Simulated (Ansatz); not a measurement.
Consider the atomization: `CBF` → B• + C• + F• + 4 H•.

Program: Ansatz. Geometries: PBE0-D4/def2-TZVP. ΔE: electronic, gas phase. CCSD(T)/CBS is extrapolated from def2-TZVPP and def2-QZVPP, frozen cores. DFT in def2-TZVPP. B3LYP here is the variant with VWN-RPA as its local correlation; programs differ in this. Open shells (•) are unrestricted, without spin–orbit coupling. Spin–orbit coupling would lower the free atoms: a little for B, C, F.

`CBF`:

Z-matrix (Å, degrees):
```
C
B 1 1.553
H 1 1.096 2 109.6
H 1 1.091 2 114.0 3 122.5
H 1 1.096 2 109.7 3 -114.9
F 2 1.327 1 120.6 3 -122.2
H 2 1.202 1 123.5 3 57.8
```

```json
{"level": "LDA (SPW92)", "ΔE (kcal/mol)": "736.1", "difference from CCSD(T)/CBS": "85.2"}
{"level": "B3LYP-D4", "ΔE (kcal/mol)": "654.8", "difference from CCSD(T)/CBS": "3.9"}
{"level": "CAM-B3LYP-D4", "ΔE (kcal/mol)": "658.8", "difference from CCSD(T)/CBS": "7.9"}
{"level": "MP2/def2-SVP", "ΔE (kcal/mol)": "637.4", "difference from CCSD(T)/CBS": "-13.5"}
{"level": "SCS-MP2/def2-TZVPP", "ΔE (kcal/mol)": "645.6", "difference from CCSD(T)/CBS": "-5.3"}
{"level": "CCSD/def2-TZVPP", "ΔE (kcal/mol)": "632.0", "difference from CCSD(T)/CBS": "-18.9"}
{"level": "MP2/cc-pV(D+d)Z", "ΔE (kcal/mol)": "617.2", "difference from CCSD(T)/CBS": "-33.7"}
{"level": "CCSD/cc-pV(D+d)Z", "ΔE (kcal/mol)": "602.5", "difference from CCSD(T)/CBS": "-48.4"}
{"level": "CCSD(T)/cc-pV(D+d)Z", "ΔE (kcal/mol)": "606.9", "difference from CCSD(T)/CBS": "-44.0"}
{"level": "MP2/CBS(cc)", "ΔE (kcal/mol)": "662.6", "difference from CCSD(T)/CBS": "11.7"}
{"level": "CCSD(T)/CBS", "ΔE (kcal/mol)": "650.9", "difference from CCSD(T)/CBS": "0"}
```

Q: What do rigid-rotor, harmonic-oscillator terms from PBE0-D4/def2-TZVP frequencies (298.15 K, 1 bar) make of the CCSD(T)/CBS value? (Estimate.)

A: Computed: ΔZPE = -32.1 kcal/mol, ΔH = +625.9 kcal/mol, ΔS = 656 J/(mol·K), ΔG = +579.1 kcal/mol. Open shells count their whole term as degenerate.

Largest T1 diagnostic among the species: 0.014.

In def2-TZVPP, CCSD(T) changes the Hartree–Fock value by +127.9 kcal/mol (the triples alone add +6.6 kcal/mol) and MP2 by +138.8 kcal/mol; breaking electron pairs costs correlation energy, which Hartree–Fock lacks. Leaving LDA and LC-ωPBE aside and taking each functional with its dispersion term where it has one, the values, not all of them listed here, spread over 22.7 kcal/mol, from BHLYP-D4 to PBE-D4. LDA lies +74.8 kcal/mol from PBE without D4, its usual overbinding.

CCSD(T)/CBS has its own doubt, a few kJ/mol and more with outer-core shells, so smaller differences from it don't rank the levels.
